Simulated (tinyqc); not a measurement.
Inside a calculation. Method: RHF in the sto-6g basis, for H2F+, spin multiplicity 1. One step of it, computed by the program tinyqc.

Problem. Iteration 2: building the Fock matrix. J_ij = sum D_kl (ij|kl), K_ij = sum D_kl (ik|jl); F = H + J - 0.5 K; E = tr D H + tr D J / 2 - 0.25 tr D K + E_nn.

D after iteration 1, order 1F 1s, 1F 2s, 1F 2px, 1F 2py, 1F 2pz, 2H 1s, 3H 1s:
```
[[2.113610, -0.495031, 0.000000, 0.000808, 0.035086, 0.005448, 0.007510],
 [-0.495031, 2.192093, 0.000000, 0.000156, -0.239640, -0.074063, -0.093999],
 [0.000000, 0.000000, 2.000000, 0.000000, 0.000000, 0.000000, 0.000000],
 [0.000808, 0.000156, 0.000000, 1.398960, -0.004231, 0.310078, -0.295234],
 [0.035086, -0.239640, 0.000000, -0.004231, 1.709805, 0.238563, 0.230018],
 [0.005448, -0.074063, 0.000000, 0.310078, 0.238563, 0.241918, -0.094389],
 [0.007510, -0.093999, 0.000000, -0.295234, 0.230018, -0.094389, 0.237616]]
```

core Hamiltonian H = T + V (hartree), order 1F 1s, 1F 2s, 1F 2px, 1F 2py, 1F 2pz, 2H 1s, 3H 1s:
```
[[-41.602360, -9.282835, 0.000000, 0.001599, -0.018653, -1.993821, -2.250354],
 [-9.282835, -11.559728, 0.000000, 0.015460, -0.209695, -4.247817, -4.645394],
 [0.000000, 0.000000, -9.307848, 0.000000, 0.000000, 0.000000, 0.000000],
 [0.001599, 0.015460, 0.000000, -9.476825, 0.007938, -2.235695, 2.387904],
 [-0.018653, -0.209695, 0.000000, 0.007938, -9.385867, -1.585337, -1.692904],
 [-1.993821, -4.247817, 0.000000, -2.235695, -1.585337, -5.756513, -1.926041],
 [-2.250354, -4.645394, 0.000000, 2.387904, -1.692904, -1.926041, -6.002146]]
```

Two-electron integrals (ij|kl) in chemists' order, unique and non-zero (hartree):
```
(11|11) 5.406240    (21|11) 0.768129    (21|21) 0.138909    (22|11) 1.266271
(22|21) 0.283987    (22|22) 0.926367    (31|31) 0.029452    (32|31) 0.044681
(32|32) 0.204753    (33|11) 1.266273    (33|21) 0.283987    (33|22) 0.926366
(33|33) 0.998085    (41|41) 0.029452    (42|41) 0.044681    (42|42) 0.204753
(43|43) 0.053789    (44|11) 1.266273    (44|21) 0.283987    (44|22) 0.926366
(44|33) 0.890506    (44|44) 0.998085    (51|51) 0.029452    (52|51) 0.044681
(52|52) 0.204753    (53|53) 0.053789    (54|54) 0.053789    (55|11) 1.266273
(55|21) 0.283987    (55|22) 0.926366    (55|33) 0.890506    (55|44) 0.890506
(55|55) 0.998085    (61|11) 0.175068    (61|21) 0.030333    (61|22) 0.060611
(61|33) 0.060506    (61|41) 0.001085    (61|42) 0.002115    (61|44) 0.060722
(61|51) 0.000737    (61|52) 0.001436    (61|54) 0.000147    (61|55) 0.060606
(61|61) 0.006735    (62|11) 0.417136    (62|21) 0.094833    (62|22) 0.341970
(62|33) 0.337263    (62|41) 0.005643    (62|42) 0.041409    (62|44) 0.346929
(62|51) 0.003831    (62|52) 0.028110    (62|54) 0.006562    (62|55) 0.341718
(62|61) 0.020683    (62|62) 0.152075    (63|31) 0.010861    (63|32) 0.061040
(63|43) 0.008761    (63|53) 0.005947    (63|63) 0.023072    (64|11) 0.224534
(64|21) 0.051796    (64|22) 0.199703    (64|33) 0.191018    (64|41) 0.013625
(64|42) 0.084419    (64|44) 0.214381    (64|51) 0.001876    (64|52) 0.015871
(64|54) 0.009913    (64|55) 0.193710    (64|61) 0.011827    (64|62) 0.108995
(64|64) 0.100836    (65|11) 0.152425    (65|21) 0.035162    (65|22) 0.135569
(65|33) 0.129673    (65|41) 0.001876    (65|42) 0.015871    (65|44) 0.133638
(65|51) 0.012135    (65|52) 0.071814    (65|54) 0.011453    (65|55) 0.143395
(65|61) 0.008029    (65|62) 0.073992    (65|64) 0.052790    (65|65) 0.058908
(66|11) 0.547257    (66|21) 0.126740    (66|22) 0.522918    (66|33) 0.504699
(66|41) 0.010199    (66|42) 0.102200    (66|44) 0.542113    (66|51) 0.006924
(66|52) 0.069379    (66|54) 0.025399    (66|55) 0.521941    (66|61) 0.027898
(66|62) 0.290148    (66|64) 0.241484    (66|65) 0.163932    (66|66) 0.774999
(71|11) 0.197753    (71|21) 0.034254    (71|22) 0.068415    (71|33) 0.068294
(71|41) -0.001222   (71|42) -0.002378   (71|44) 0.068542    (71|51) 0.000831
(71|52) 0.001617    (71|54) -0.000168   (71|55) 0.068409    (71|61) 0.007508
(71|62) 0.022667    (71|64) 0.011789    (71|65) 0.008792    (71|66) 0.030188
(71|71) 0.008589    (72|11) 0.458140    (72|21) 0.104089    (72|22) 0.373702
(72|33) 0.368652    (72|41) -0.006157   (72|42) -0.044559   (72|44) 0.379011
(72|51) 0.004187    (72|52) 0.030303    (72|54) -0.007045   (72|55) 0.373443
(72|61) 0.022044    (72|62) 0.137919    (72|64) 0.067560    (72|65) 0.064867
(72|66) 0.217496    (72|71) 0.025618    (72|72) 0.179414    (73|31) 0.012092
(73|32) 0.067359    (73|43) -0.009490   (73|53) 0.006454    (73|63) 0.020546
(73|73) 0.027657    (74|11) -0.240975   (74|21) -0.055568   (74|22) -0.213271
(74|33) -0.203898   (74|41) 0.015081    (74|42) 0.092220    (74|44) -0.229126
(74|51) -0.002032   (74|52) -0.016907   (74|54) 0.010702    (74|55) -0.206787
(74|61) -0.011182   (74|62) -0.065298   (74|64) -0.011517   (74|65) -0.030037
(74|66) -0.089455   (74|71) -0.014343   (74|72) -0.125647   (74|74) 0.115378
(75|11) 0.163877    (75|21) 0.037789    (75|22) 0.145036    (75|33) 0.138662
(75|41) -0.002032   (75|42) -0.016907   (75|44) 0.142910    (75|51) 0.013474
(75|52) 0.078857    (75|54) -0.012379   (75|55) 0.153535    (75|61) 0.008385
(75|62) 0.063922    (75|64) 0.030522    (75|65) 0.050278    (75|66) 0.112010
(75|71) 0.009754    (75|72) 0.085447    (75|74) -0.059655   (75|75) 0.068226
(76|11) 0.176576    (76|21) 0.040545    (76|22) 0.158295    (76|33) 0.155469
(76|41) 0.000052    (76|42) 0.000577    (76|44) 0.158439    (76|51) 0.002648
(76|52) 0.022986    (76|54) 0.000126    (76|55) 0.160978    (76|61) 0.008755
(76|62) 0.070236    (76|64) 0.043814    (76|65) 0.038857    (76|66) 0.140370
(76|71) 0.009874    (76|72) 0.075562    (76|74) -0.045371   (76|75) 0.041073
(76|76) 0.038789    (77|11) 0.574361    (77|21) 0.132907    (77|22) 0.544201
(77|33) 0.525131    (77|41) -0.010954   (77|42) -0.107043   (77|44) 0.564248
(77|51) 0.007449    (77|52) 0.072795    (77|54) -0.026602   (77|55) 0.543222
(77|61) 0.028042    (77|62) 0.206818    (77|64) 0.088185    (77|65) 0.108203
(77|66) 0.348252    (77|71) 0.033037    (77|72) 0.320737    (77|74) -0.260948
(77|75) 0.177459    (77|76) 0.140370    (77|77) 0.774999
```

nuclear repulsion = 10.95430402 hartree

Give: Coulomb J; exchange K; Fock matrix F; total energy of this density.

Solution.

Coulomb J (hartree), order 1F 1s, 1F 2s, 1F 2px, 1F 2py, 1F 2pz, 2H 1s, 3H 1s:
```
[[20.4332, 3.6803, 0.0000, -0.0003, -0.0034, 0.8082, 0.9125],
 [3.6803, 9.6464, 0.0000, -0.0008, 0.0153, 3.4973, 3.8237],
 [0.0000, 0.0000, 9.6549, 0.0000, 0.0000, 0.0000, 0.0000],
 [-0.0003, -0.0008, 0.0000, 9.6379, -0.0007, 2.0178, -2.1550],
 [-0.0034, 0.0153, 0.0000, -0.0007, 9.6463, 1.3792, 1.4756],
 [0.8082, 3.4973, 0.0000, 2.0178, 1.3792, 5.2977, 1.6041],
 [0.9125, 3.8237, 0.0000, -2.1550, 1.4756, 1.6041, 5.5034]]
```

exchange K (hartree), order 1F 1s, 1F 2s, 1F 2px, 1F 2py, 1F 2pz, 2H 1s, 3H 1s:
```
[[11.1195, 1.7715, 0.0000, -0.0003, 0.0025, 0.4166, 0.4691],
 [1.7715, 3.1036, 0.0000, -0.0026, -0.0448, 1.1460, 1.2481],
 [0.0000, 0.0000, 2.6340, 0.0000, 0.0000, 0.0000, 0.0000],
 [-0.0003, -0.0026, 0.0000, 2.3651, -0.0069, 0.6306, -0.6579],
 [0.0025, -0.0448, 0.0000, -0.0069, 2.5055, 0.4530, 0.4746],
 [0.4166, 1.1460, 0.0000, 0.6306, 0.4530, 0.9142, 0.4037],
 [0.4691, 1.2481, 0.0000, -0.6579, 0.4746, 0.4037, 1.0030]]
```

Fock matrix F (hartree), order 1F 1s, 1F 2s, 1F 2px, 1F 2py, 1F 2pz, 2H 1s, 3H 1s:
```
[[-26.7289, -6.4883, 0.0000, 0.0015, -0.0233, -1.3940, -1.5724],
 [-6.4883, -3.4651, 0.0000, 0.0160, -0.1720, -1.3235, -1.4457],
 [0.0000, 0.0000, -0.9699, 0.0000, 0.0000, 0.0000, 0.0000],
 [0.0015, 0.0160, 0.0000, -1.0215, 0.0107, -0.5332, 0.5619],
 [-0.0233, -0.1720, 0.0000, 0.0107, -0.9923, -0.4327, -0.4546],
 [-1.3940, -1.3235, 0.0000, -0.5332, -0.4327, -0.9159, -0.5238],
 [-1.5724, -1.4457, 0.0000, 0.5619, -0.4546, -0.5238, -1.0003]]
```

total energy of this density = -99.497293 hartree

This density is a damped mixture and is not idempotent.
